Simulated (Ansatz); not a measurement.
Process, species as SMILES: O=[CH] (CH-O) → CHO+ (singlet, bonded as [CH]=O) + e-
B3LYP-D3(BJ)/def2-TZVP geometries, fixed; electronic energies without zero-point terms.

Basis-set convergence of the adiabatic ionisation energy at MP2 with Ansatz (an electronic-structure program). Cartesian d functions, on some or all atoms, in 6-31G*, 6-31G**, 6-31+G*; all else is spherical. Cores are frozen. Open shells are unrestricted. No added dispersion term, no relativity. Functions are those of the species that has most. Reference: Hartree-Fock in aug-cc-pVQZ plus the correlation part extrapolated as X^-3 from aug-cc-pVTZ and aug-cc-pVQZ, 7.897 eV, itself unsure by roughly 0.010 eV (a third of the extrapolation step and of the last Hartree-Fock step).

```
basis              functions  adiabatic ionisation energy (eV)
-----------------  ---------  --------------------------------
3-21G                     20                               ___
pcseg-0                   20                             7.554
6-31G*                    32                             7.511
cc-pVDZ                   33                               ___
def2-SVP                  33                             7.570
6-31G**                   35                             7.552
6-31+G*                   40                             7.693
6-311G**                  42                               ___
6-311+G**                 50                             7.670
pcseg-2                   74                             7.784
def2-TZVPD                86                             7.808
def2-TZVPPD               94                             7.823
6-311++G(3df,3pd)         96                             7.824
aug-pcseg-2              115                             7.826
def2-QZVPP               144                             7.848
pcseg-3                  153                             7.845
aug-cc-pVQZ              206                             7.877
aug-pcseg-3              219                               ___
```

Q: Fill in the missing entries.

A: 
- 3-21G, adiabatic ionisation energy (eV): 7.029
- cc-pVDZ, adiabatic ionisation energy (eV): 7.534
- 6-311G**, adiabatic ionisation energy (eV): 7.556
- aug-pcseg-3, adiabatic ionisation energy (eV): 7.850
